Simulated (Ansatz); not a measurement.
**singlet SiS: levels of theory in one basis**

```yaml
atoms:
  - { symbol: Si, position_ang: [0.0000, 0.0000, 0.0000] }
  - { symbol: S, position_ang: [0.0000, 0.0000, 2.1219] }
```

Basis set: def2-SVP (spherical functions). Frozen core: 10 orbitals. Charge 0, multiplicity 1.

Computed with Ansatz (development build ahead of 0.2.0); each method stands on the lowest determinant of its kind that the runs found.

```tsv
method	E − E(RHF) (eV)	<S²> of the determinant
RHF	0.00	0.00
RHF-CCSD(T)	-6.63	–
```

(1) What does RHF-MP2 give on the same scale?

(2) Is a single determinant a sound starting point here?

Answers

(1) -5.69 eV.

(2) By this sign, yes. Unrestricted orbitals gain 0.00 eV and <S²> is 0.00 against 0.00 for a pure state.
